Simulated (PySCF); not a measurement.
Molecule: CH$_{5}$Si, charge -1, multiplicity 1. It need not be the lowest isomer of its formula. Whether it binds its extra electron was not tested at this geometry. 
Structure (B3LYP-D3(BJ)/def2-TZVP (Ansatz) minimum search):
SMILES: [CH2-][SiH3]
```xyz
7

C     -0.0053    -0.0329    -1.2526
Si     0.0018    -0.0163     0.5259
H     -0.9065     0.3269    -1.7546
H      0.9027     0.2988    -1.7615
H      0.0247     1.2375     1.4315
H     -1.2081    -0.7003     1.1230
H      1.1943    -0.7376     1.1138
```
Charge -1, spin multiplicity 1.

Dispersion corrections to the total energy (kcal/mol) from the dftd3 and dftd4 libraries through PySCF: D3(BJ) without and D4 with the three-body term, each with the damping fitted for the functional named.

```tsv
functional	D3(BJ)	D4
PBE0	-1.95	___
B2PLYP	___	-2.13
TPSS	-2.86	-4.16
BP86	-3.64	-3.99
B3LYP	-4.06	-4.95
HF	-21.18	___
B2GP-PLYP	-1.62	-1.26
```

Task: Complete the blanks.

Result: 
- PBE0, D4: -2.55
- B2PLYP, D3(BJ): -1.89
- HF, D4: -11.80
